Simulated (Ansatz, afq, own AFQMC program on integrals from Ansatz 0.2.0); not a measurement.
AFQMC on a folder of integrals that Ansatz 0.2.0 wrote.

```yaml
crystal:
  periodic: [false, false, false]
  atoms:
    - {symbol: Si, position_ang: [-1.209675, 1.454373, -0.428077]}
    - {symbol: P, position_ang: [0.665945, 0.308474, -0.906526]}
    - {symbol: Si, position_ang: [1.568175, 0.320375, 1.172633]}
    - {symbol: Si, position_ang: [-0.242525, -1.764016, -0.843150]}
    - {symbol: H, position_ang: [-1.872755, 1.092242, 0.867889]}
    - {symbol: H, position_ang: [-0.958252, 2.927223, -0.489169]}
    - {symbol: H, position_ang: [0.616617, -0.145841, 2.229073]}
    - {symbol: H, position_ang: [2.766619, -0.574237, 1.171099]}
    - {symbol: H, position_ang: [1.994112, 1.718801, 1.476425]}
    - {symbol: H, position_ang: [0.876491, -2.752406, -0.787226]}
    - {symbol: H, position_ang: [-1.139634, -1.979538, 0.335478]}
    - {symbol: H, position_ang: [-1.025247, -1.965270, -2.098208]}
basis:
  gaussian: {orbitals: def2-TZVP}
magnetization: {spin_polarized: true, initial_magnetization: 1}
correlation: {method: ccsd_t, electrons: outside_noble_gas, hamiltonian_folder: ham}
```

```sh
$ ansatz run in.yaml --threads 2 --pin off --events-out ev --progress --plain --max-ram 49920MiB --backend cuda --devices 0, --max-vram 37GiB
```

afq runs on the folder ham with

```
--method phaseless --trial cisd --walkers 300 --populations 10 --least-time 60 --time-step 0.005 --steps-per-block 50 --equilibration-blocks 28 --max-blocks 4000 --target-error 0.0003 --factor-cut 1e-05 --start spin_pure --seed 2339 --release-times 0.21,0.42,0.63,0.9 --release-step 0.03 --release-every 5 --taylor-order 6
```

Times are imaginary, in 1/Eh. The walk had a cap of 347 s. With eight or more populations the least sampling time is a fifth of least-time, and the error comes from their spread.

Log:

```
orbitals 176  electrons 13 12  factors 1259 of 1276
reference energy -1212.21139957 Eh
CCSD correlation -0.57092078 Eh in 12 cycles, weight of the determinant in the CISD state 0.7465
energy of the start -1212.781817 Eh
 block  time / (1/Eh)  mean weight  energy / Eh
     1     0.250  0.9987  -1212.755207
     2     0.500  0.9983  -1212.760003
     3     0.750  0.9987  -1212.771265
     4     1.000  0.9999  -1212.783829
     5     1.250  1.0008  -1212.795410
     7     1.750  0.9981  -1212.796630
     9     2.250  0.9999  -1212.805036
    13     3.250  1.0002  -1212.802159
    21     5.250  1.0002  -1212.805263
    29     7.250  1.0006  -1212.811385
    37     9.250  1.0007  -1212.807385
    45    11.250  0.9990  -1212.813857
    53    13.250  1.0007  -1212.804386
    61    15.250  1.0002  -1212.811056
    65    16.250  1.0001  -1212.818519
    69    17.250  1.0003  -1212.807010
    77    19.250  0.9983  -1212.807088
    85    21.250  0.9998  -1212.806928
    93    23.250  0.9988  -1212.804876
   101    25.250  0.9993  -1212.810144
   109    27.250  1.0001  -1212.815048
   117    29.250  1.0002  -1212.807970
   125    31.250  1.0003  -1212.803624
   133    33.250  0.9988  -1212.808326
   141    35.250  1.0000  -1212.815052
   149    37.250  0.9999  -1212.812159
   153    38.250  0.9984  -1212.802416
   157    39.250  1.0012  -1212.804432
   161    40.250  0.9993  -1212.806064
error from the spread of 10 populations
released: time / (1/Eh)  energy / Eh  error  mean overlap
  0.21  -1212.809269  0.000687  0.9907
  0.42  -1212.810427  0.000644  0.9760
  0.63  -1212.810221  0.001205  0.9859
  0.90  -1212.809411  0.001073  0.9851
energy -1212.808601 +/- 0.000659 Eh
(rows thinned)
```

The run passed its tests (sampling time, drift between the halves within three errors, error under three times the target), which doesn't prove that it has relaxed, ending at its cap on processor time.

Against this walk (error 17.9 meV) on the same determinant: CCSD(T) 64.3 meV higher. The error is statistical and leaves out the bias of the constraint. Released to 0.90 1/Eh the energy moves by -22 ± 34 meV (both errors), within twice the noise.

Cautions: constraint bias not in the error; error above the target (17.9 against 8.2 meV).

The walk took 5.8 min on 1 × NVIDIA H100 80GB HBM3 with 4 threads of AMD EPYC 7R13 Processor (Zen 3), on a shared host (the card was shared). The log's last line is the phaseless energy.
